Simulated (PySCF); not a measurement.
Molecule (SMILES): C (CH4).
Geometry (B3LYP-D3(BJ)/def2-TZVP, fixed):
```
C
H 1 1.0892
H 1 1.0892 2 109.47
H 1 1.0892 2 109.47 3 120.00
H 1 1.0892 2 109.47 3 -120.00
```

Basis-set convergence of the mean static polarisability at PBE0 with PySCF. All functions are spherical. Density fitting with generated auxiliary sets. No added dispersion term, no relativity. Reference: the value in d-aug-cc-pVTZ, 16.92 bohr³, itself unsure by roughly 0.2 % (its mean distance from aug-cc-pVQZ, aug-pcseg-2, aug-cc-pVTZ). Deviations are taken from unrounded values.

| basis | functions | mean static polarisability (bohr³) |
|---|---|---|
| cc-pVDZ | 34 | 13.09 |
| aug-cc-pVDZ | 59 | 16.76 |
| def2-SVP | 34 | 12.75 |
| def2-SVPD | 52 | 16.41 |
| pcseg-1 | 34 | 12.80 |
| aug-pcseg-1 | 59 | 16.53 |
| 6-311G** | 42 | 13.64 |
| 6-311+G** | 46 | 14.14 |
| def2-TZVP | 55 | 15.03 |
| def2-TZVPD | 73 | 16.78 |
| cc-pVTZ | 86 | 15.20 |
| aug-cc-pVTZ | 138 | 16.89 |
| pcseg-2 | 86 | 15.27 |
| aug-pcseg-2 | 138 | 16.83 |
| def2-TZVPP | 87 | 15.48 |
| def2-TZVPPD | 105 | 16.85 |
| cc-pVQZ | 175 | 15.97 |
| aug-cc-pVQZ | 264 | 16.90 |
| def2-QZVPP | 177 | 16.11 |
| def2-QZVPPD | 195 | 16.90 |

What the diffuse functions change, pair by pair:
- cc-pVDZ to aug-cc-pVDZ: 25 more functions, deviation -22.6 to -0.9 %
- def2-SVP to def2-SVPD: 18 more functions, deviation -24.6 to -3.0 %
- pcseg-1 to aug-pcseg-1: 25 more functions, deviation -24.3 to -2.3 %
- 6-311G** to 6-311+G**: 4 more functions, deviation -19.3 to -16.4 %
- def2-TZVP to def2-TZVPD: 18 more functions, deviation -11.1 to -0.8 %
- cc-pVTZ to aug-cc-pVTZ: 52 more functions, deviation -10.1 to -0.1 %
- pcseg-2 to aug-pcseg-2: 52 more functions, deviation -9.7 to -0.5 %
- def2-TZVPP to def2-TZVPPD: 18 more functions, deviation -8.5 to -0.4 %
- cc-pVQZ to aug-cc-pVQZ: 89 more functions, deviation -5.6 to -0.1 %
- def2-QZVPP to def2-QZVPPD: 18 more functions, deviation -4.8 to -0.1 %

They bring the value nearer the reference by more than 0.2 % in 10 of 10 pairs.
